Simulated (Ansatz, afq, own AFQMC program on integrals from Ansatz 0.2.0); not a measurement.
H2O⁻, doublet in aug-cc-pVDZ, levels against CCSDT(Q)

```xyz
3

O     0.0000   -0.1279   -0.0722
H     0.0000    1.5411    1.9759
H     0.0000    0.4894   -0.8298
```

Basis aug-cc-pVDZ. Noble-gas cores (and the filled d shells of Ga–Kr and In–Xe) are frozen. Integrals, coupled cluster, full CI and functionals: Ansatz 0.2.0; the random walks run on the same integrals in our own AFQMC program. ph-AFQMC/CISD is guided by a CISD state made of CCSD amplitudes; releasing the constraint for a short imaginary time cuts its bias at the price of noise, slowly where states lie close. ± is one standard error of the sampling.

Determinant: UHF, the one that the program's search chose, which needn't be the lowest solution. The geometry is a point of a scan.

No full CI on the walks' own integrals is used here; CCSDT(Q) serves as the reference and is uncertain by about the last step of the cluster series.

Cautions: higher spins were not checked; raised T1 diagnostic (T1 0.044, weight of the determinant 0.89, largest double 0.05).

* T1 diagnostic: 0.0439
* weight of the determinant in the CISD state: 0.889
* ⟨S²⟩ of the determinant: 0.756
* size of the correlated space: 9 electrons in 40 orbitals

| level | correlation energy (eV) |
| --- | --- |
| MP2 | -6.6298 |
| CCSD | -6.6492 |
| CCSD(T) | -6.9002 |

Task: Estimate where AFQMC with the constraint released lies against CCSD(T) on the same integrals.

Result: 5.5 ± 5.3 kJ/mol below CCSD(T). The gap is under twice the noise, so this walk alone can't tell the two apart.

Reference: CCSDT(Q), correlation energy -6.956 eV. The released energy is read at 2.40 1/Eh (meV from the phaseless value at times in 1/Eh: -36 ± 28 at 0.24, -35 ± 28 at 0.51, 21 ± 27 at 0.99, -18 ± 47 at 1.62, -13 ± 55 at 2.40).

```json
{"level": "CCSD(T)", "E − E(reference) (kJ/mol)": "5.4", "share of correlation (%)": "99.19"}
{"level": "CCSDT", "E − E(reference) (kJ/mol)": "2.9", "share of correlation (%)": "99.56"}
{"level": "ph-AFQMC/HF", "E − E(reference) (kJ/mol)": "-19.5 ± 7.4", "share of correlation (%)": "102.91"}
{"level": "ph-AFQMC/CISD", "E − E(reference) (kJ/mol)": "1.2 ± 2.8", "share of correlation (%)": "99.82"}
{"level": "released AFQMC", "E − E(reference) (kJ/mol)": "-0.1 ± 5.3", "share of correlation (%)": "100.01"}
```

A walk keeps the symmetry of its determinant, which the program's search chose and which needn't be the lowest solution, so a lower state of the same spin and another symmetry isn't excluded. Released energies are given only where the last usable release times agree within the noise; a slower fall can still hide under it.
